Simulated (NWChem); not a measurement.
# CAM-B3LYP/MIDI! run of C4H8 (methylcyclopropane)

What is the vertical ionisation energy of C4H8 (methylcyclopropane) at CAM-B3LYP/MIDI!? 

The calculation is run with NWChem 7.3.0.

### 1 The structure to begin with

C4H8 has 12 atoms, charge 0, and is taken as a singlet. As SMILES, `CC1CC1`. Geometry: relaxed at PBE0-D4/def2-TZVP.

Bond lengths: C1–C2 1.501 Å, C2–C3 1.497 Å, C2–C4 1.497 Å, C3–C4 1.501 Å, C1–H5 1.094 Å, C1–H6 1.094 Å, C1–H7 1.094 Å, C2–H8 1.086 Å, C3–H9 1.083 Å, C3–H10 1.084 Å, C4–H11 1.084 Å, C4–H12 1.083 Å. Some angles: C1–C2–C3 120.0°, C1–C2–C4 120.1°, C3–C2–C4 60.2°, C2–C3–C4 59.9°, C2–C4–C3 59.9°, C1–C2–H8 114.8°, C3–C2–H8 115.5°, C4–C2–H8 115.5°, C2–C1–H5 111.4°, C2–C1–H6 111.4°.

### 2 The energy at CAM-B3LYP/MIDI!

run.nw

```
start run
title "C4H8 CAM-B3LYP"
memory stack 880 mb heap 220 mb global 1100 mb
geometry noautosym nocenter noautoz
  C       -0.930100       1.036200      -0.440400
  C       -0.402900      -0.134500       0.337700
  C        1.045700      -0.195600       0.710600
  C        0.495500      -1.131900      -0.325100
  H       -1.829400       0.769600      -1.002800
  H       -1.181000       1.872900       0.217600
  H       -0.184100       1.390700      -1.157200
  H       -1.092100      -0.541300       1.071500
  H        1.317400      -0.603500       1.676300
  H        1.683100       0.612900       0.371600
  H        0.763100      -0.952500      -1.360100
  H        0.391900      -2.178100      -0.065700
end
basis spherical bse
  * library "MIDI!"
end
dft
  xc xcamb88 1.00 lyp 0.81 vwn_5 0.19 hfexch 1.00
  cam 0.33 cam_alpha 0.19 cam_beta 0.46
  grid fine
  convergence energy 1e-08
  direct
  maxiter 100
  mulliken
  print low
end
task dft energy
```

Launch:

```console
$ nwchem run.nw > run.out
```

The log of the run:

```text
[...]
 d= 0,ls=0.0,diis     1   -156.1339345079 -2.81D+02  8.33D-03  3.17D-01     1.4
[...]
 d= 0,ls=0.0,diis     7   -156.1737876068 -6.42D-09  1.71D-06  3.60D-09     8.2
         Total DFT energy =     -156.173787606825
      One electron energy =     -455.282365933928
           Coulomb energy =      198.799076169589
    Exchange-Corr. energy =      -24.479747408463
 Nuclear repulsion energy =      124.789249565978
[...]
      Total Density - Mulliken Population Analysis
     ---------------------------------------------
    Atom       Charge   Shell Charges
 -----------   ------   -------------------------------------------------------
    1 C    6     6.42   1.99  0.82  0.48  1.54  1.59
    2 C    6     6.28   1.99  0.81  0.41  1.56  1.50
    3 C    6     6.32   1.99  0.81  0.47  1.56  1.49
    4 C    6     6.32   1.99  0.81  0.47  1.56  1.49
    5 H    1     0.84   0.57  0.27
    6 H    1     0.84   0.57  0.27
    7 H    1     0.85   0.57  0.28
    8 H    1     0.83   0.57  0.26
    9 H    1     0.83   0.57  0.26
   10 H    1     0.83   0.57  0.26
[...]
```

It took 8.7 s on 1 thread of AMD EPYC 9R45 (Zen 5), shared host; peak memory 0.12 GiB.

### 3 The doublet cation

c4h8.nw

```
start c4h8
memory total 2200 mb
charge 1

geometry units angstrom noautosym nocenter noautoz
   C       -0.930100       1.036200      -0.440400
   C       -0.402900      -0.134500       0.337700
   C        1.045700      -0.195600       0.710600
   C        0.495500      -1.131900      -0.325100
   H       -1.829400       0.769600      -1.002800
   H       -1.181000       1.872900       0.217600
   H       -0.184100       1.390700      -1.157200
   H       -1.092100      -0.541300       1.071500
   H        1.317400      -0.603500       1.676300
   H        1.683100       0.612900       0.371600
   H        0.763100      -0.952500      -1.360100
   H        0.391900      -2.178100      -0.065700
end

basis "ao basis" spherical bse
   * library "MIDI!"
end

dft
   xc xcamb88 1.00 lyp 0.81 vwn_5 0.19 hfexch 1.00
   cam 0.33 cam_alpha 0.19 cam_beta 0.46
   mult 2
   grid fine
   convergence energy 1e-08
   direct
   iterations 100
   mulliken
   noprint "final vectors analysis"
end

task dft energy
```

Launch:

```console
$ nwchem c4h8.nw > c4h8.out
```

The log of the run:

```text
[...]
          Wavefunction type:  spin polarized.
          No. of atoms     :    12
          No. of electrons :    31
[...]
          Charge           :     1
          Spin multiplicity:     2
[...]
          AO basis - number of functions:    52
[...]
              XC Information
              --------------
                     Hartree-Fock (Exact) Exchange  1.000
                   CAM-Becke88 Exchange Functional  1.000
                      VWN V Correlation Functional  0.190 local
              Lee-Yang-Parr Correlation Functional  0.810
[...]
 d= 0,ls=0.0,diis     1   -155.7397694926 -2.81D+02  6.05D-03  1.20D-01     1.6
[...]
 d= 0,ls=0.0,diis    12   -155.7935306228 -2.76D-09  3.45D-07  7.13D-11    17.8
[...]
         Total DFT energy =     -155.793530622759
      One electron energy =     -446.943935761294
           Coulomb energy =      190.486799794183
    Exchange-Corr. energy =      -24.125644221626
 Nuclear repulsion energy =      124.789249565978
[...]
      Total Density - Mulliken Population Analysis
     ---------------------------------------------
    Atom       Charge   Shell Charges
 -----------   ------   -------------------------------------------------------
    1 C    6     6.47   1.99  0.83  0.52  1.55  1.58
    2 C    6     6.32   1.99  0.87  0.48  1.51  1.46
    3 C    6     6.29   1.99  0.85  0.53  1.54  1.37
    4 C    6     6.29   1.99  0.85  0.53  1.54  1.37
    5 H    1     0.71   0.53  0.17
    6 H    1     0.71   0.53  0.17
    7 H    1     0.76   0.56  0.21
    8 H    1     0.69   0.55  0.14
    9 H    1     0.69   0.54  0.15
   10 H    1     0.70   0.55  0.15
[...]
      <S2> =      0.7520 (Exact =     0.7500)
[...]
```

Run time: 18 s. Hardware: 1 thread of AMD EPYC 9R45 (Zen 5), shared host; peak memory 0.12 GiB.

### 4 Summary of results

Level: CAM-B3LYP/MIDI!.

| quantity | value |
| --- | --- |
| singlet C4H8: total energy | -156.17379 Eh |
| doublet cation: total energy | -155.79353 Eh |
| doublet cation: ⟨S²⟩ | 0.752 |
| vertical ionisation energy (to the doublet cation) | 10.347 eV |

What this shows: Removing an electron at fixed nuclei costs 10.35 eV (998 kJ/mol). Mulliken charges (singlet C4H8) run from -0.42 on C1 to +0.17 on H8. Mulliken charges (doublet cation) run from -0.47 on C1 to +0.31 on H8; they depend strongly on the basis.
